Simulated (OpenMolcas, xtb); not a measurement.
# BHCl (SMILES [BH]Cl): methods side by side

BHCl: 3 atoms, total charge 0, spin state doublet. As SMILES, `[BH]Cl`. The coordinates come from a GFN2-xTB relaxation.

```xyz
3

B     0.0655   -0.4734   -0.0225
Cl    0.9007    0.8287    0.5852
H    -0.9662   -0.3553   -0.5627
```

Each level gives the vertical ionisation energy (to the singlet cation) (eV). The values are calculated.

```json
{"level": "GFN2-xTB", "kind": "semi-empirical", "program": "xtb", "value (eV)": "12.59", "less FCI/STO-3G": "+5.92", "CPU time (all runs)": "under 2 s"}
{"level": "UHF/STO-3G", "kind": "Hartree–Fock", "program": "OpenMolcas", "value (eV)": "7.61", "less FCI/STO-3G": "+0.94", "CPU time (all runs)": "3.6 s"}
{"level": "USVWN5/STO-3G", "kind": "LDA", "program": "OpenMolcas", "value (eV)": "7.30", "less FCI/STO-3G": "+0.63", "CPU time (all runs)": "6.8 s"}
{"level": "UPBE/STO-3G", "kind": "GGA", "program": "OpenMolcas", "value (eV)": "7.49", "less FCI/STO-3G": "+0.82", "CPU time (all runs)": "7.3 s"}
{"level": "U-r2SCAN/STO-3G", "kind": "meta-GGA", "program": "OpenMolcas", "value (eV)": "7.80", "less FCI/STO-3G": "+1.13", "CPU time (all runs)": "9 s"}
{"level": "UB3LYP/STO-3G", "kind": "global hybrid", "program": "OpenMolcas", "value (eV)": "7.71", "less FCI/STO-3G": "+1.04", "CPU time (all runs)": "7.9 s"}
{"level": "ROCCSD(T)/STO-3G", "kind": "coupled cluster or CI", "program": "OpenMolcas", "value (eV)": "6.73", "less FCI/STO-3G": "+0.06", "CPU time (all runs)": "4.8 s"}
{"level": "FCI/STO-3G", "kind": "exact in the basis", "program": "OpenMolcas", "value (eV)": "6.67", "less FCI/STO-3G": "0.00", "CPU time (all runs)": "4.9 s"}
```

FCI/STO-3G is exact within its basis and frozen core, so for wave-function methods in that basis the difference is their error; functionals converge differently with the basis, so for them it is only a difference. The values span 6.67 to 12.59 eV. The xTB values lack the empirical shift that such differences need. All rows use very small basis sets, so even the best lies far from the true value. Times are those of the runs behind each value, whatever else they computed, on shared processors of several kinds: orders of magnitude only.
